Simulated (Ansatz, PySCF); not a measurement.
Molecule: formamide, CH3NO, charge 0, multiplicity 1. 
Coordinates optimised at B3LYP-D3(BJ)/def2-TZVP (Ansatz, an electronic-structure program):
SMILES: NC=O
```xyz
6

N     -1.0698     0.1943     0.1075
C      0.2724     0.3136    -0.0479
O      1.0507    -0.6113    -0.0819
H     -1.4767    -0.7220     0.2042
H     -1.6667     1.0020     0.1281
H      0.5920     1.3678    -0.1427
```

Quantity: atomisation energy (electronic, to ground-state atoms), in kcal/mol. Correlated levels leave the core frozen unless marked. UHF or UKS for open shells. Spin-orbit coupling is left out. Non-relativistic unless marked X2C. The coupled-cluster limit lacks core correlation, which all-electron functionals hold. CBS marks a two-point X^-3 extrapolation of the correlation energy; Hartree-Fock from the larger set. [CCSD(T)-MP2]/basis is that difference in the basis named.

```json
[
 {"level": "SVWN5/def2-TZVPD", "program": "Ansatz", "atomisation energy (kcal/mol)": "(withheld)"},
 {"level": "PBE-D3(BJ)/def2-TZVPD", "program": "Ansatz + dftd3", "atomisation energy (kcal/mol)": "(withheld)"},
 {"level": "BP86-D4/def2-TZVPD", "program": "PySCF + dftd4", "atomisation energy (kcal/mol)": "596.9"},
 {"level": "r2SCAN0/def2-TZVPD", "program": "Ansatz", "atomisation energy (kcal/mol)": "(withheld)"},
 {"level": "PW6B95/def2-TZVPD", "program": "PySCF", "atomisation energy (kcal/mol)": "568.7"},
 {"level": "MN15/def2-TZVPD", "program": "PySCF", "atomisation energy (kcal/mol)": "570.9"},
 {"level": "LC-wPBE-D4/def2-TZVPD", "program": "Ansatz + dftd4", "atomisation energy (kcal/mol)": "570.0"},
 {"level": "CCSD/6-31G", "program": "Ansatz", "atomisation energy (kcal/mol)": "(withheld)"},
 {"level": "X2C-CCSD(T)/cc-pVTZ-DK", "program": "Ansatz", "atomisation energy (kcal/mol)": "547.0"},
 {"level": "RI-MP2/CBS(aug-cc-pVTZ,aug-cc-pVQZ)+[CCSD(T)-MP2]/aug-cc-pVTZ", "program": "Ansatz", "atomisation energy (kcal/mol)": "567.2"}
]
```

Problem. What belongs in the gaps?

Solution. 
- SVWN5/def2-TZVPD, atomisation energy (kcal/mol): 669.8
- PBE-D3(BJ)/def2-TZVPD, atomisation energy (kcal/mol): 592.3
- r2SCAN0/def2-TZVPD, atomisation energy (kcal/mol): 551.7
- CCSD/6-31G, atomisation energy (kcal/mol): 452.5
